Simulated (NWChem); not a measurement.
The numbers come from NWChem runs, not from measurements. System: Na₂, charge 0, spin multiplicity 1, at a geometry optimised with PBE/def2-SVP. The structure started from a generated list of species. Level: EOM-CCSD/aug-cc-pVDZ, 2 core orbitals frozen.

Output (cleaned and shortened):

```
             Northwest Computational Chemistry Package (NWChem) 7.3.0
             --------------------------------------------------------

                                NWChem Input Module
                                -------------------

 Scaling coordinates for geometry "geometry" by  1.889725989
 (inverse scale =  0.529177249)

 Turning off AUTOSYM since
 SYMMETRY directive was detected!

                             Geometry "geometry" -> ""
                             -------------------------

 Output coordinates in angstroms (scale by  1.889725989 to convert to a.u.)

  No.       Tag          Charge          X              Y              Z
 ---- ---------------- ---------- -------------- -------------- --------------
    1 Na                  11.0000     0.00000000     0.00000000     1.55467600
    2 Na                  11.0000     0.00000000     0.00000000    -1.55467600

 Effective nuclear repulsion energy (a.u.)      20.5928589394

            Nuclear Dipole moment (a.u.)
            ----------------------------
        X                 Y               Z
 ---------------- ---------------- ----------------
     0.0000000000     0.0000000000     0.0000000000

      Symmetry information
      --------------------

 Group name             D2h
 Group number             26
 Group order               8
 No. of unique centers     1

      Symmetry unique atoms

     1


 Summary of "ao basis" -> "" (spherical)
 ------------------------------------------------------------------------------
       Tag                 Description            Shells   Functions and Types
 ---------------- ------------------------------  ------  ---------------------
 *                        aug-cc-pvdz                 on all atoms

 Summary of "ao basis" -> "ao basis" (spherical)
 ------------------------------------------------------------------------------
       Tag                 Description            Shells   Functions and Types
 ---------------- ------------------------------  ------  ---------------------
 Na                       aug-cc-pvdz               11       27   5s4p2d

                                 NWChem SCF Module
                                 -----------------

  ao basis        = "ao basis"
  functions       =    54
  atoms           =     2
  closed shells   =    11
  open shells     =     0
  charge          =   0.00
  wavefunction    = RHF
  use symmetry    = T
  symmetry adapt  = T

 Summary of "ao basis" -> "ao basis" (spherical)
 ------------------------------------------------------------------------------
       Tag                 Description            Shells   Functions and Types
 ---------------- ------------------------------  ------  ---------------------
 Na                       aug-cc-pvdz               11       27   5s4p2d

      Symmetry analysis of basis
      --------------------------

        ag         13
        au          2
        b1g         2
        b1u        13
        b2g         6
        b2u         6
        b3g         6
        b3u         6

 Forming initial guess at       0.0s

      Superposition of Atomic Density Guess
      -------------------------------------

 Sum of atomic energies:        -323.70608081

      Non-variational initial energy
      ------------------------------

 Total energy =    -323.658118
 1-e energy   =    -496.821504
 2-e energy   =     152.570528
 HOMO         =      -0.143123
 LUMO         =      -0.022514

      Symmetry analysis of molecular orbitals - initial
      -------------------------------------------------

 !! scf_movecs_sym_adapt:   32 vectors were symmetry contaminated

  Symmetry fudging

 !! scf_movecs_sym_adapt:   32 vectors were symmetry contaminated

  Numbering of irreducible representations:

     1 ag          2 au          3 b1g         4 b1u         5 b2g
     6 b2u         7 b3g         8 b3u

  Orbital symmetries:

     1 b1u         2 ag          3 ag          4 b1u         5 ag
     6 b3u         7 b2u         8 b1u         9 b2g        10 b3g
    11 ag         12 b1u        13 b3u        14 b2u        15 ag
    16 b1u        17 b2g        18 b3g        19 ag         20 b3u
    21 b2u

 Starting SCF solution at       0.8s
[...]
 Dim. of EOMCC iter. space      500

 EOMCCSD SOLVER TYPE  1
  maxdiff =   0.17851813249255494

 No. of initial right vectors   81

 EOM-CCSD right-hand side iterations
 --------------------------------------------------------------
      Residuum       Omega / hartree  Omega / eV    Cpu    Wall
 --------------------------------------------------------------

 Iteration   1 using   81 trial vectors
   0.0649948769613   0.1127979167177    3.06939    85.0    85.0

 Iteration   2 using   82 trial vectors
   0.0771101523099   0.1021899790827    2.78073     1.5     1.5

 Iteration   3 using   83 trial vectors
   0.0590161014008   0.0942040348036    2.56342     1.5     1.5

 Iteration   4 using   84 trial vectors
   0.0214944511049   0.0908592410046    2.47241     1.4     1.4

 Iteration   5 using   85 trial vectors
   0.0111988436734   0.0906459427229    2.46660     1.4     1.4

 Iteration   6 using   86 trial vectors
   0.0051606165512   0.0906878183101    2.46774     1.4     1.4

 Iteration   7 using   87 trial vectors
   0.0012865113944   0.0906814585676    2.46757     1.2     1.2

 Iteration   8 using   88 trial vectors
   0.0004088365033   0.0906777562773    2.46747     1.3     1.3

 Iteration   9 using   89 trial vectors
   0.0001845359710   0.0906798749695    2.46753     1.3     1.3

 Iteration  10 using   90 trial vectors
   0.0000761005449   0.0906819934372    2.46758     1.3     1.3

 Iteration  11 using   91 trial vectors
   0.0000260362922   0.0906821523417    2.46759     1.3     1.3

 Iteration  12 using   92 trial vectors
   0.0000097703842   0.0906818964514    2.46758     1.3     1.3
 --------------------------------------------------------------
 Iterations converged
 ------------------

 Excited state root  1
 Excitation energy / hartree =        0.090681896451424
                   / eV      =        2.467581003438880
 largest EOMCCSD amplitudes: R1 and R2

 Singles contributions
    14b2u (alpha) ---    11ag  (alpha)       -0.6706362780
    21b2u (alpha) ---    11ag  (alpha)       -0.5891679451

 Doubles contributions
    29ag  (alpha)    14b2u (beta ) ---    11ag  (alpha)    11ag  (beta )        0.1079258549
    14b2u (alpha)    29ag  (beta ) ---    11ag  (alpha)    11ag  (beta )        0.1079258549

 =========================================
 Excited-state calculation ( b3g symmetry)
 =========================================
 Dim. of EOMCC iter. space      500

 EOMCCSD SOLVER TYPE  1
  maxdiff =   0.18581730177871303

 No. of initial right vectors   85

 EOM-CCSD right-hand side iterations
 --------------------------------------------------------------
      Residuum       Omega / hartree  Omega / eV    Cpu    Wall
 --------------------------------------------------------------

 Iteration   1 using   85 trial vectors
   0.0569556928100   0.1347106532131    3.66566    98.8    98.8

 Iteration   2 using   86 trial vectors
   0.0889094228411   0.1262123358888    3.43441     1.0     1.0

 Iteration   3 using   87 trial vectors
   0.0919230058394   0.1116594554200    3.03841     1.0     1.0

 Iteration   4 using   88 trial vectors
   0.0271024612525   0.1043424555085    2.83930     1.0     1.0

 Iteration   5 using   89 trial vectors
   0.0126242747630   0.1037496399857    2.82317     1.0     1.0

 Iteration   6 using   90 trial vectors
   0.0062986514650   0.1036663610446    2.82091     1.0     1.0

 Iteration   7 using   91 trial vectors
   0.0014167689184   0.1036522099309    2.82052     1.0     1.0

 Iteration   8 using   92 trial vectors
   0.0005686427023   0.1036508661812    2.82048     1.0     1.0

 Iteration   9 using   93 trial vectors
   0.0002079170869   0.1036519194418    2.82051     1.0     1.0

 Iteration  10 using   94 trial vectors
   0.0000537836132   0.1036528331597    2.82054     1.2     1.2

 Iteration  11 using   95 trial vectors
   0.0000176412092   0.1036531738589    2.82055     1.0     1.0

 Iteration  12 using   96 trial vectors
   0.0000055619040   0.1036532458698    2.82055     1.4     1.4
 --------------------------------------------------------------
 Iterations converged
 ------------------

 Excited state root  1
 Excitation energy / hartree =        0.103653245869796
                   / eV      =        2.820549530413701
 largest EOMCCSD amplitudes: R1 and R2

 Singles contributions
    17b3g (alpha) ---    11ag  (alpha)        0.3793654741
    24b3g (alpha) ---    11ag  (alpha)        0.6181034561
    35b3g (alpha) ---    11ag  (alpha)       -0.1934729373
    42b3g (alpha) ---    11ag  (alpha)       -0.1138096657

 Doubles contributions
    12b1u (alpha)    14b2u (beta ) ---    11ag  (alpha)    11ag  (beta )        0.1625337288
    12b1u (alpha)    21b2u (beta ) ---    11ag  (alpha)    11ag  (beta )        0.2527316097
    16b1u (alpha)    21b2u (beta ) ---    11ag  (alpha)    11ag  (beta )       -0.1475377761
    26b1u (alpha)    21b2u (beta ) ---    11ag  (alpha)    11ag  (beta )       -0.1059855318
    14b2u (alpha)    12b1u (beta ) ---    11ag  (alpha)    11ag  (beta )        0.1625337288
    21b2u (alpha)    12b1u (beta ) ---    11ag  (alpha)    11ag  (beta )        0.2527316097
    21b2u (alpha)    16b1u (beta ) ---    11ag  (alpha)    11ag  (beta )       -0.1475377761
    21b2u (alpha)    26b1u (beta ) ---    11ag  (alpha)    11ag  (beta )       -0.1059855318

 =========================================
 Excited-state calculation ( b3u symmetry)
 =========================================
 Dim. of EOMCC iter. space      500

 EOMCCSD SOLVER TYPE  1
  maxdiff =   0.17851813249255499

 No. of initial right vectors   81

 EOM-CCSD right-hand side iterations
 --------------------------------------------------------------
      Residuum       Omega / hartree  Omega / eV    Cpu    Wall
 --------------------------------------------------------------

 Iteration   1 using   81 trial vectors
   0.0649948769613   0.1127979167177    3.06939    88.7    88.7

 Iteration   2 using   82 trial vectors
   0.0771101523099   0.1021899790827    2.78073     1.0     1.0

 Iteration   3 using   83 trial vectors
   0.0590161014008   0.0942040348036    2.56342     1.0     1.0

 Iteration   4 using   84 trial vectors
   0.0214944511049   0.0908592410046    2.47241     1.0     1.0

 Iteration   5 using   85 trial vectors
   0.0111988436734   0.0906459427229    2.46660     1.0     1.0

 Iteration   6 using   86 trial vectors
   0.0051606165512   0.0906878183101    2.46774     1.0     1.0

 Iteration   7 using   87 trial vectors
   0.0012865113944   0.0906814585676    2.46757     1.0     1.0

 Iteration   8 using   88 trial vectors
   0.0004088365033   0.0906777562773    2.46747     1.0     1.0

 Iteration   9 using   89 trial vectors
   0.0001845359710   0.0906798749695    2.46753     1.0     1.0

 Iteration  10 using   90 trial vectors
   0.0000761005449   0.0906819934372    2.46758     1.0     1.0

 Iteration  11 using   91 trial vectors
   0.0000260362922   0.0906821523417    2.46759     1.0     1.0

 Iteration  12 using   92 trial vectors
   0.0000097703842   0.0906818964514    2.46758     1.0     1.0
 --------------------------------------------------------------
 Iterations converged
 ------------------

 Excited state root  1
 Excitation energy / hartree =        0.090681896451425
                   / eV      =        2.467581003438906
 largest EOMCCSD amplitudes: R1 and R2

 Singles contributions
    15b3u (alpha) ---    11ag  (alpha)       -0.6706362780
    20b3u (alpha) ---    11ag  (alpha)       -0.5891679451

 Doubles contributions
    29ag  (alpha)    15b3u (beta ) ---    11ag  (alpha)    11ag  (beta )        0.1079258549
    15b3u (alpha)    29ag  (beta ) ---    11ag  (alpha)    11ag  (beta )        0.1079258549

 Task  times  cpu:      906.8s     wall:      906.8s

 Total times  cpu:      906.8s     wall:      906.8s
```

**Question.** Write an NWChem input that would produce this output.

**Answer.** This is not unique; one that fits is 
```
start mol
memory heap 100 mb stack 700 mb global 1900 mb
geometry units angstroms nocenter noautoz
  Na     0.000000     0.000000     1.554676
  Na     0.000000     0.000000    -1.554676
  symmetry group D2h
end
basis spherical
  * library aug-cc-pvdz
end
scf
  rhf
  nopen 0
  maxiter 100
  thresh 1e-7
  semidirect memsize 60000000 filesize 0
end
tce
  freeze core 2
  ccsd
  nroots 1
  2eorb
  2emet 13
  thresh 1e-5
  maxiter 200
  tilesize 24
end
task tce energy
```
